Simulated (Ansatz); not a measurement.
A short molecular-dynamics run on FO₂ (`[O]OF`) radical.

```yaml
crystal:
  periodic: [false, false, false]
  atoms:
    - {symbol: O, position_ang: [0.933479, -0.295662, 0.482260]}
    - {symbol: O, position_ang: [0.133499, 0.497850, 0.128053]}
    - {symbol: F, position_ang: [-1.066968, -0.202178, -0.610303]}
basis:
  gaussian: {orbitals: def2-SVP}
magnetization: {spin_polarized: true, initial_magnetization: 1}
hamiltonian: {xc: {name: BLYP}, dispersion: d4}
md: {timestep: 0.5 fs, n_steps: 30, ensemble: nvt_nose_hoover, temperature: 300, initial_velocities: maxwell_boltzmann, seed: 5}
```

```sh
$ ansatz run in.yaml --threads 4 --pin off --events-out ev --progress --plain --max-ram 10444MiB
```

```csv
step,time (fs),potential energy (eV),kinetic (eV),T (K),conserved (eV)
0,0.0,-6799.3286,0.0388,300,-6799.2898
1,0.5,-6799.3282,0.0385,298,-6799.2898
2,1.0,-6799.3297,0.0400,309,-6799.2897
3,1.5,-6799.3333,0.0435,337,-6799.2897
4,2.0,-6799.3388,0.0491,380,-6799.2898
5,2.5,-6799.3462,0.0564,436,-6799.2898
6,3.0,-6799.3550,0.0651,504,-6799.2898
7,3.5,-6799.3646,0.0747,578,-6799.2899
8,4.0,-6799.3744,0.0845,654,-6799.2899
9,4.5,-6799.3837,0.0938,725,-6799.2899
10,5.0,-6799.3920,0.1020,789,-6799.2900
11,5.5,-6799.3987,0.1086,840,-6799.2900
12,6.0,-6799.4034,0.1133,876,-6799.2900
13,6.5,-6799.4060,0.1158,896,-6799.2900
14,7.0,-6799.4063,0.1161,898,-6799.2900
15,7.5,-6799.4046,0.1142,884,-6799.2900
16,8.0,-6799.4010,0.1106,855,-6799.2900
17,8.5,-6799.3959,0.1054,815,-6799.2899
18,9.0,-6799.3896,0.0991,767,-6799.2899
19,9.5,-6799.3828,0.0922,713,-6799.2899
20,10.0,-6799.3757,0.0850,658,-6799.2898
21,10.5,-6799.3689,0.0781,604,-6799.2898
22,11.0,-6799.3627,0.0718,556,-6799.2898
23,11.5,-6799.3574,0.0665,515,-6799.2898
24,12.0,-6799.3534,0.0624,483,-6799.2898
25,12.5,-6799.3508,0.0597,462,-6799.2898
26,13.0,-6799.3496,0.0584,452,-6799.2898
27,13.5,-6799.3498,0.0586,453,-6799.2898
28,14.0,-6799.3514,0.0601,465,-6799.2898
29,14.5,-6799.3541,0.0627,485,-6799.2898
30,15.0,-6799.3577,0.0661,512,-6799.2898
```

Velocities are drawn at the set temperature; a run this short doesn't reach equilibrium.

Frames (Å, forces in eV/Å):

```xyz
3
time=0.0 fs
O     0.933   -0.296    0.482    1.929   -1.656    0.882
O     0.133    0.498    0.128   -0.901    2.083   -0.269
F    -1.067   -0.202   -0.610   -1.027   -0.427   -0.613
3
time=0.5 fs
O     0.934   -0.295    0.482    2.022   -1.751    0.923
O     0.136    0.498    0.129   -1.037    2.153   -0.336
F    -1.069   -0.203   -0.611   -0.986   -0.402   -0.587
3
time=1.0 fs
O     0.934   -0.295    0.483    2.073   -1.803    0.946
O     0.137    0.498    0.130   -1.135    2.177   -0.387
F    -1.071   -0.203   -0.612   -0.939   -0.373   -0.558
3
time=1.5 fs
O     0.935   -0.294    0.483    2.079   -1.810    0.948
O     0.139    0.499    0.131   -1.192    2.151   -0.422
F    -1.073   -0.204   -0.614   -0.887   -0.341   -0.526
3
time=2.0 fs
O     0.936   -0.295    0.484    2.039   -1.769    0.930
O     0.141    0.500    0.132   -1.207    2.075   -0.439
F    -1.075   -0.205   -0.615   -0.831   -0.306   -0.492
3
time=2.5 fs
O     0.937   -0.295    0.484    1.954   -1.682    0.893
O     0.142    0.502    0.133   -1.182    1.950   -0.438
F    -1.077   -0.206   -0.616   -0.772   -0.268   -0.455
3
time=3.0 fs
O     0.939   -0.296    0.485    1.827   -1.553    0.837
O     0.143    0.503    0.134   -1.119    1.781   -0.422
F    -1.079   -0.207   -0.618   -0.709   -0.228   -0.416
3
time=3.5 fs
O     0.940   -0.297    0.486    1.664   -1.386    0.766
O     0.144    0.505    0.135   -1.021    1.572   -0.391
F    -1.082   -0.208   -0.619   -0.643   -0.186   -0.375
3
time=4.0 fs
O     0.943   -0.298    0.487    1.471   -1.187    0.681
O     0.145    0.507    0.136   -0.895    1.330   -0.348
F    -1.084   -0.208   -0.621   -0.576   -0.142   -0.333
3
time=4.5 fs
O     0.945   -0.299    0.488    1.254   -0.964    0.586
O     0.146    0.510    0.136   -0.747    1.062   -0.295
F    -1.087   -0.209   -0.622   -0.508   -0.098   -0.291
3
time=5.0 fs
O     0.947   -0.300    0.489    1.021   -0.723    0.484
O     0.147    0.512    0.137   -0.582    0.776   -0.236
F    -1.090   -0.210   -0.624   -0.439   -0.053   -0.248
3
time=5.5 fs
O     0.950   -0.302    0.491    0.778   -0.471    0.377
O     0.147    0.515    0.137   -0.409    0.480   -0.173
F    -1.092   -0.211   -0.625   -0.370   -0.009   -0.205
3
time=6.0 fs
O     0.953   -0.304    0.492    0.533   -0.216    0.270
O     0.147    0.518    0.138   -0.231    0.181   -0.108
F    -1.095   -0.212   -0.627   -0.301    0.035   -0.162
3
time=6.5 fs
O     0.956   -0.305    0.494    0.290    0.037    0.164
O     0.148    0.520    0.138   -0.056   -0.115   -0.043
F    -1.098   -0.213   -0.629   -0.234    0.078   -0.121
3
time=7.0 fs
O     0.959   -0.307    0.495    0.055    0.281    0.061
O     0.148    0.523    0.139    0.114   -0.401    0.019
F    -1.101   -0.214   -0.630   -0.169    0.120   -0.080
3
time=7.5 fs
O     0.962   -0.308    0.496   -0.168    0.514   -0.036
O     0.149    0.526    0.140    0.273   -0.673    0.077
F    -1.104   -0.215   -0.632   -0.105    0.159   -0.040
3
time=8.0 fs
O     0.965   -0.310    0.498   -0.376    0.730   -0.127
O     0.149    0.528    0.140    0.420   -0.928    0.130
F    -1.107   -0.216   -0.634   -0.044    0.197   -0.003
3
time=8.5 fs
O     0.968   -0.311    0.499   -0.567    0.929   -0.211
O     0.150    0.531    0.141    0.552   -1.161    0.177
F    -1.109   -0.217   -0.635    0.015    0.233    0.033
3
time=9.0 fs
O     0.970   -0.313    0.501   -0.738    1.106   -0.286
O     0.150    0.533    0.141    0.668   -1.372    0.218
F    -1.112   -0.217   -0.637    0.070    0.266    0.068
3
time=9.5 fs
O     0.973   -0.314    0.502   -0.890    1.263   -0.352
O     0.151    0.535    0.142    0.767   -1.558    0.252
F    -1.115   -0.218   -0.639    0.123    0.296    0.100
3
time=10.0 fs
O     0.975   -0.315    0.503   -1.020    1.396   -0.410
O     0.152    0.537    0.143    0.849   -1.719    0.280
F    -1.118   -0.219   -0.640    0.172    0.323    0.130
3
time=10.5 fs
O     0.978   -0.315    0.505   -1.130    1.506   -0.458
O     0.153    0.538    0.143    0.912   -1.854    0.300
F    -1.121   -0.220   -0.642    0.218    0.348    0.158
3
time=11.0 fs
O     0.980   -0.316    0.506   -1.218    1.592   -0.497
O     0.154    0.540    0.144    0.957   -1.961    0.313
F    -1.124   -0.220   -0.643    0.260    0.369    0.184
3
time=11.5 fs
O     0.982   -0.316    0.507   -1.284    1.655   -0.527
O     0.155    0.541    0.145    0.984   -2.042    0.319
F    -1.126   -0.221   -0.645    0.300    0.387    0.208
3
time=12.0 fs
O     0.984   -0.316    0.508   -1.329    1.693   -0.547
O     0.157    0.541    0.146    0.993   -2.096    0.318
F    -1.129   -0.222   -0.647    0.336    0.403    0.229
3
time=12.5 fs
O     0.986   -0.316    0.509   -1.352    1.708   -0.558
O     0.158    0.542    0.147    0.983   -2.123    0.309
F    -1.132   -0.222   -0.648    0.369    0.415    0.249
3
time=13.0 fs
O     0.987   -0.315    0.510   -1.353    1.698   -0.560
O     0.160    0.542    0.147    0.954   -2.123    0.294
F    -1.134   -0.223   -0.650    0.399    0.425    0.266
3
time=13.5 fs
O     0.988   -0.314    0.510   -1.332    1.663   -0.552
O     0.162    0.541    0.148    0.906   -2.095    0.270
F    -1.137   -0.223   -0.651    0.426    0.432    0.282
3
time=14.0 fs
O     0.989   -0.313    0.511   -1.288    1.604   -0.535
O     0.164    0.541    0.149    0.838   -2.040    0.239
F    -1.139   -0.223   -0.653    0.450    0.436    0.296
3
time=14.5 fs
O     0.990   -0.312    0.512   -1.222    1.521   -0.508
O     0.166    0.540    0.151    0.750   -1.958    0.200
F    -1.142   -0.224   -0.654    0.472    0.437    0.308
3
time=15.0 fs
O     0.991   -0.311    0.512   -1.134    1.412   -0.471
O     0.168    0.539    0.152    0.643   -1.849    0.152
F    -1.144   -0.224   -0.655    0.491    0.437    0.319
```

It took 13 s on 4 threads of an Arm Neoverse N1 on a shared host, with 0.2 GiB of host memory at the peak.
